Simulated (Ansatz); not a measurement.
# Nudged elastic band run: CH5OSi, charge +1

The input (input.yaml):

```yaml
crystal:
  periodic: [false, false, false]
  atoms:
    - { symbol: C, position_ang: [-0.755776, 0.808754, 0.008348] }
    - { symbol: Si, position_ang: [0.669636, -0.272862, -0.351325] }
    - { symbol: O, position_ang: [0.989579, -1.606107, 0.416832] }
    - { symbol: H, position_ang: [-0.39291, 1.815057, 0.243048] }
    - { symbol: H, position_ang: [-1.363585, 0.439904, 0.834727] }
    - { symbol: H, position_ang: [-1.376681, 0.892913, -0.890171] }
    - { symbol: H, position_ang: [1.641881, 0.008094, -1.393788] }
    - { symbol: H, position_ang: [0.587857, -2.085753, 1.132341] }
total_charge: 1
basis:
  gaussian: { orbitals: def2-SVP }
hamiltonian:
  xc: hf
neb:
  order_check: false
  images: 7
  f_tol: 0.05
  max_iterations: 60
  final_atoms:
    - { symbol: C, position_ang: [-0.75679287, 0.8090583, 0.00785569] }
    - { symbol: Si, position_ang: [0.76619981, -0.18344015, -0.15563507] }
    - { symbol: O, position_ang: [0.86843405, -1.71540555, 0.17733772] }
    - { symbol: H, position_ang: [-1.01096006, 1.23732729, -0.96759141] }
    - { symbol: H, position_ang: [-0.56795598, 1.64713134, 0.68689932] }
    - { symbol: H, position_ang: [-1.59965553, 0.22501633, 0.37745549] }
    - { symbol: H, position_ang: [2.03053838, 0.36513845, -0.61527114] }
    - { symbol: H, position_ang: [0.2701932, -2.38482601, 0.4889614] }
  initial_path:
    images:
      - { positions_ang: [[-0.755776, 0.808754, 0.008348], [0.669636, -0.272862, -0.351325], [0.989579, -1.606107, 0.416832], [-0.39291, 1.815057, 0.243048], [-1.363585, 0.439904, 0.834727], [-1.376681, 0.892913, -0.890171], [1.641881, 0.008094, -1.393788], [0.587857, -2.085753, 1.132341]] }
      - { positions_ang: [[-0.75940417, 0.82136403, 0.00994368], [0.69599398, -0.24576038, -0.31572816], [0.96035486, -1.62437131, 0.35928758], [-0.50062898, 1.78341042, 0.00903056], [-1.22991077, 0.65034457, 0.8818785], [-1.45092829, 0.73590496, -0.70271815], [1.7501468, 0.045535, -1.23091722], [0.53437758, -2.16642729, 0.98923521]] }
      - { positions_ang: [[-0.76303234, 0.83397406, 0.01153936], [0.72235195, -0.21865876, -0.28013133], [0.93113072, -1.64263561, 0.30174315], [-0.60834796, 1.75176384, -0.22498689], [-1.09623654, 0.86078513, 0.92903001], [-1.52517559, 0.57889692, -0.51526529], [1.85841259, 0.082976, -1.06804644], [0.48089815, -2.24710157, 0.84612942]] }
      - { positions_ang: [[-0.7666605, 0.84658409, 0.01313504], [0.74870993, -0.19155714, -0.24453449], [0.90190658, -1.66089992, 0.24419873], [-0.71606693, 1.72011726, -0.45900433], [-0.96256231, 1.0712257, 0.97618151], [-1.59942288, 0.42188887, -0.32781244], [1.96667839, 0.120417, -0.90517566], [0.42741873, -2.32777586, 0.70302364]] }
      - { positions_ang: [[-0.77028867, 0.85919412, 0.01473072], [0.7750679, -0.16445552, -0.20893765], [0.87268244, -1.67916423, 0.1866543], [-0.82378591, 1.68847068, -0.69302178], [-0.82888808, 1.28166627, 1.02333301], [-1.67367017, 0.26488083, -0.14035958], [2.07494419, 0.157858, -0.74230488], [0.37393931, -2.40845015, 0.55991785]] }
      - { positions_ang: [[-0.76691472, 0.84666016, 0.01301196], [0.77285088, -0.16920167, -0.19561201], [0.87162034, -1.68822456, 0.18432516], [-0.87057945, 1.57568483, -0.76166419], [-0.76365505, 1.37303254, 0.93922459], [-1.65516651, 0.25491471, -0.01090581], [2.06384273, 0.20967811, -0.71054644], [0.34800278, -2.40254412, 0.54217874]] }
      - { positions_ang: [[-0.76354077, 0.83412621, 0.01129321], [0.77063385, -0.17394783, -0.18228636], [0.87055824, -1.69728489, 0.18199601], [-0.91737298, 1.46289899, -0.8303066], [-0.69842203, 1.46439881, 0.85511617], [-1.63666285, 0.24494858, 0.11854795], [2.05274128, 0.26149822, -0.67878801], [0.32206625, -2.39663808, 0.52443963]] }
      - { positions_ang: [[-0.76016682, 0.82159225, 0.00957445], [0.76841683, -0.17869399, -0.16896072], [0.86949615, -1.70634522, 0.17966686], [-0.96416652, 1.35011314, -0.898949], [-0.633189, 1.55576507, 0.77100774], [-1.61815919, 0.23498246, 0.24800172], [2.04163983, 0.31331833, -0.64702957], [0.29612973, -2.39073205, 0.50670052]] }
      - { positions_ang: [[-0.75679287, 0.8090583, 0.00785569], [0.76619981, -0.18344015, -0.15563507], [0.86843405, -1.71540555, 0.17733772], [-1.01096006, 1.23732729, -0.96759141], [-0.56795598, 1.64713134, 0.68689932], [-1.59965553, 0.22501633, 0.37745549], [2.03053838, 0.36513845, -0.61527114], [0.2701932, -2.38482601, 0.4889614]] }
```

Command:

```bash
$ ansatz run input.yaml --threads 1 --pin off --max-ram 2048MiB --backend cpu --events-out ev --progress --plain --runs-dir out
```

Output, in part (warnings, iteration lines, the closing report on the highest movable image, with atoms numbered from 0):

```
NEB end point (image 0): max|allowed force component| = 1.242e-2 eV/Å (the criterion of neb.relax_end_points is 1.000e-2)
NEB end point (image 8): max|allowed force component| = 8.421e-3 eV/Å (the criterion of neb.relax_end_points is 1.000e-2)
NEB iter   1: max|band force component| = 6.612e0 eV/Å  barrier→ = 1.2781 eV  barrier← = 1.2781 eV  Δτ_max = 0.1989 Å  (226 SCF iters)
NEB iter   2: max|band force component| = 1.053e0 eV/Å  barrier→ = 0.0720 eV  barrier← = 0.0720 eV  Δτ_max = 0.1191 Å  (179 SCF iters)
NEB iter   3: max|band force component| = 2.764e-1 eV/Å  barrier→ = 0.0209 eV  barrier← = 0.0209 eV  CI = image 4  Δτ_max = 0.0444 Å  (157 SCF iters)
NEB iter   4: max|band force component| = 2.144e-1 eV/Å  barrier→ = 0.0197 eV  barrier← = 0.0197 eV  CI = image 4  Δτ_max = 0.0377 Å  (152 SCF iters)
NEB iter   5: max|band force component| = 1.433e-1 eV/Å  barrier→ = 0.0172 eV  barrier← = 0.0172 eV  CI = image 4  Δτ_max = 0.0104 Å  (153 SCF iters)
NEB iter   6: max|band force component| = 1.152e-1 eV/Å  barrier→ = 0.0162 eV  barrier← = 0.0162 eV  CI = image 4  Δτ_max = 0.0233 Å  (152 SCF iters)
NEB iter   7: max|band force component| = 1.379e-1 eV/Å  barrier→ = 0.0144 eV  barrier← = 0.0144 eV  CI = image 4  Δτ_max = 0.0116 Å  (156 SCF iters)
NEB iter   8: max|band force component| = 1.183e-1 eV/Å  barrier→ = 0.0134 eV  barrier← = 0.0134 eV  CI = image 4  Δτ_max = 0.0116 Å  (153 SCF iters)
NEB iter   9: max|band force component| = 8.398e-2 eV/Å  barrier→ = 0.0125 eV  barrier← = 0.0125 eV  CI = image 4  Δτ_max = 0.0232 Å  (154 SCF iters)
NEB iter  10: max|band force component| = 7.541e-2 eV/Å  barrier→ = 0.0116 eV  barrier← = 0.0116 eV  CI = image 4  Δτ_max = 0.0148 Å  (153 SCF iters)
NEB iter  11: max|band force component| = 6.043e-2 eV/Å  barrier→ = 0.0120 eV  barrier← = 0.0120 eV  CI = image 4  Δτ_max = 0.0232 Å  (150 SCF iters)
NEB iter  12: max|band force component| = 6.285e-2 eV/Å  barrier→ = 0.0117 eV  barrier← = 0.0117 eV  CI = image 4  Δτ_max = 0.0116 Å  (153 SCF iters)
NEB iter  13: max|band force component| = 1.608e-2 eV/Å  barrier→ = 0.0114 eV  barrier← = 0.0114 eV  CI = image 4  Δτ_max = 0.0000 Å  (327 SCF iters)
Total energy: -10997.99250781 eV, -404.1687699551 hartree
Atom 0 at    -0.741942     0.821645     0.002084 Å, force     0.004907    -0.001680    -0.001328 eV/Å
Atom 1 at     0.748243    -0.201260    -0.264260 Å, force    -0.000227    -0.003831     0.001620 eV/Å
Atom 2 at     0.890242    -1.668638     0.281771 Å, force    -0.002628     0.002526    -0.002103 eV/Å
Atom 3 at    -0.628731     1.798696    -0.469647 Å, force    -0.003289     0.000449     0.001071 eV/Å
Atom 4 at    -0.915793     0.959357     1.073729 Å, force    -0.001151     0.001581    -0.000805 eV/Å
Atom 5 at    -1.621721     0.321681    -0.414262 Å, force    -0.000005     0.001367     0.000390 eV/Å
Atom 6 at     1.930217     0.228115    -0.991680 Å, force     0.000299     0.000146     0.000523 eV/Å
Atom 7 at     0.339485    -2.259597     0.782278 Å, force     0.002095    -0.000558     0.000633 eV/Å
Dipole moment:    -0.169816     0.155963     0.013320 e Å
```

The run converged. A vibrational analysis at the climbing image gives one clearly imaginary mode, 72i cm⁻¹: a first-order saddle point. Limits of this set-up: the dipole of an ion depends on the origin.

Final band (atoms are numbered from 1 in the order of the input):

| image | path coordinate (Å) | energy (kcal/mol) | dihedral H5–C1–Si2–O3 (°) |
| --- | --- | --- | --- |
| 0 | 0.00 | 0.0 | 1 |
| 1 | 0.38 | 0.0 | 16 |
| 2 | 0.76 | 0.1 | 30 |
| 3 | 1.15 | 0.2 | 45 |
| 4 | 1.53 | 0.3 | 60 |
| 5 | 1.91 | 0.2 | 75 |
| 6 | 2.30 | 0.1 | 91 |
| 7 | 2.68 | 0.0 | 107 |
| 8 | 3.07 | 0.0 | 122 |

The run took 58 s on 1 CPU thread of a shared host.
